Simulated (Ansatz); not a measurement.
Relaxation of FH$_{6}$NSi (9 atoms, charge 0, multiplicity 1), to a largest force component of 0.03 eV/Å in at most 50 steps.

The calculation used RKS PBE/def2-SVP in Ansatz 0.2.0.

```xyz
9
Properties=species:S:1:pos:R:3:forces:R:3
Si 0.405 -0.235 -0.482 -0.67 0.49 -0.47
N -0.247 -0.198 2.464 0.54 -0.33 -0.25
H -0.957 -0.723 2.986 -0.05 -0.03 0.06
H 0.073 0.555 3.086 -0.03 0.06 0.06
H 0.923 -0.382 -1.890 0.02 0.01 -0.01
H 0.428 1.217 -0.119 0.02 0.01 0.01
H -0.970 -0.824 -0.437 -0.03 -0.01 0.02
F 1.432 -1.094 0.434 0.68 -0.52 0.44
H 0.573 -0.836 2.359 -0.50 0.33 0.14
```

Q: Where does it end, and by what steps?

A: It converged. After 7 steps the energy has fallen by 0.053 eV; H3 moved furthest, 0.35 Å.

| step | energy less start (eV) | largest force component (eV/Å) | accepted |
| --- | --- | --- | --- |
| 0 | 0.0000 | 0.681 | yes |
| 1 | -0.0269 | 0.558 | yes |
| 2 | -0.0279 | 0.520 | yes |
| 3 | -0.0286 | 0.529 | yes |
| 4 | -0.0387 | 0.583 | yes |
| 5 | -0.0500 | 0.238 | yes |
| 6 | -0.0530 | 0.038 | yes |
| 7 | -0.0534 | 0.016 | yes |

```xyz
9
Properties=species:S:1:pos:R:3
Si 0.380 -0.238 -0.338
N -0.129 -0.251 2.305
H -1.011 -0.655 2.648
H 0.019 0.616 2.840
H 0.769 -0.310 -1.800
H 0.445 1.214 0.032
H -0.988 -0.843 -0.247
F 1.557 -1.155 0.374
H 0.620 -0.898 2.586
```

Whether the end is a true minimum wasn't checked by a vibrational analysis.

Run time: 15 s on 1 thread of Arm Neoverse V2, on a shared host, peak memory 0.13 GiB.
